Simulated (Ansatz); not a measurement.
# How the bulk modulus B0 of 1T (CdI2-type) TiSe2 (undistorted form, which takes a superstructure on cooling) moves with the method

No measured value is used here.

Problem. Put these levels in order of the bulk modulus B0 that they give for 1T (CdI2-type) TiSe2 (undistorted form, which takes a superstructure on cooling), smallest first: PBE-D3(BJ) (Ansatz, a program for electronic structure), PBEsol-D3(BJ) (Ansatz), rVV10 (Ansatz).

Solution. rVV10 (35.0 GPa), PBE-D3(BJ) (40.4 GPa), PBEsol-D3(BJ) (57.1 GPa)

Unless a cell is named, each level is at its own relaxed cell (PBE-D3(BJ) 20.54, PBEsol-D3(BJ) 19.13, rVV10 22.46 Å³/atom).

Each level is taken at its own relaxed cell. Ansatz's density-functional and Hartree–Fock values are scalar-relativistic unless marked +SOC, with PAW data made under PBE.
